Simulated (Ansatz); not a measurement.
Gas-phase electronic energies from Ansatz, PBE0-D4/def2-TZVP geometries. CCSD(T)/CBS is the MP2 limit (def2-TZVPP, def2-QZVPP) plus CCSD(T) − MP2 in def2-TZVPP, frozen cores. This one scheme is used for every species. Functionals use def2-TZVPP. HSE06 is defined as in plane-wave codes. Each species was taken in one conformer, which may not be the lowest.

Reaction (hydrogenolysis of a C–Cl bond): `C=CC(F)(F)Cl` + H₂ → `C=CC(F)F` + HCl

Is it downhill or uphill in electronic energy at CCSD(T)/CBS, and by how much? (An estimate is asked.)

The calculation gave: Downhill: ΔE = -75.9 kJ/mol.

What do these levels give: BLYP-D4, PBE0-D4, HSE06-D4, BHLYP-D4, PBE-QIDH, r2SCANh, r2SCAN0, CAM-B3LYP, RPA@PBE/def2-TZVPP, HF/def2-QZVPP, MP2/def2-QZVPP, MP2/CBS(def2)? (An estimate is asked.)

Computed: BLYP-D4 -64.0, PBE0-D4 -72.1, HSE06-D4 -72.0, BHLYP-D4 -82.9, PBE-QIDH -77.6, r2SCANh -68.3, r2SCAN0 -73.5, CAM-B3LYP -82.4, RPA@PBE/def2-TZVPP -77.8, HF/def2-QZVPP -103.5, MP2/def2-QZVPP -71.0, MP2/CBS(def2) -69.9 kJ/mol.

Largest T1 diagnostic among the species: 0.012.

In def2-TZVPP, CCSD(T) changes the Hartree–Fock value by +24.9 kJ/mol (the triples alone add +7.7 kJ/mol) and MP2 by +30.8 kJ/mol. From r2SCAN to r2SCAN0 (25 % exact exchange), in def2-TZVPP and without D4, ΔE moves by −8.9 kJ/mol.
